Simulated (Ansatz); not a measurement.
Relaxation of H9NSi2 (12 atoms, charge 0, multiplicity 1), to a largest force component of 0.03 eV/Å in at most 50 steps.

The calculation used Ansatz 0.2.0, RKS PBE0/6-31G*.

```xyz
12
Properties=species:S:1:pos:R:3
Si -0.122 0.296 0.157
N -0.283 0.598 1.904
H -1.149 0.375 2.381
H 0.511 0.453 2.509
H 1.311 0.501 -0.177
H -0.955 1.270 -0.601
H -0.548 -1.065 -0.283
Si 1.576 -2.514 1.164
H 0.691 -3.660 0.820
H 2.310 -2.076 -0.053
H 2.575 -2.973 2.181
H 0.795 -1.397 1.722
```

**Question.** Where does it end, and by what steps?

**Answer.** It converged. After 8 steps the energy has fallen by 0.280 eV; H11 moved furthest, 0.73 Å.

| step | energy less start (eV) | largest force component (eV/Å) | accepted |
| --- | --- | --- | --- |
| 0 | 0.0000 | 1.166 | yes |
| 1 | -0.1786 | 0.614 | yes |
| 2 | -0.2462 | 0.284 | yes |
| 3 | -0.2620 | 0.306 | yes |
| 4 | -0.2699 | 0.271 | yes |
| 5 | -0.2776 | 0.099 | yes |
| 6 | -0.2791 | 0.035 | yes |
| 7 | -0.2795 | 0.060 | yes |
| 8 | -0.2797 | 0.018 | yes |

```xyz
12
Properties=species:S:1:pos:R:3
Si -0.310 0.611 0.119
N -0.452 0.944 1.814
H -1.378 0.966 2.222
H 0.196 0.489 2.445
H 1.095 0.886 -0.288
H -1.244 1.522 -0.599
H -0.633 -0.783 -0.330
Si 1.888 -2.967 1.264
H 0.877 -3.984 0.870
H 2.516 -2.381 0.050
H 2.934 -3.603 2.110
H 1.221 -1.888 2.046
```

Whether the end is a true minimum wasn't checked by a vibrational analysis.

Time of the run: 28 s on 1 thread of Arm Neoverse V2 (shared host), peak memory 0.14 GiB.
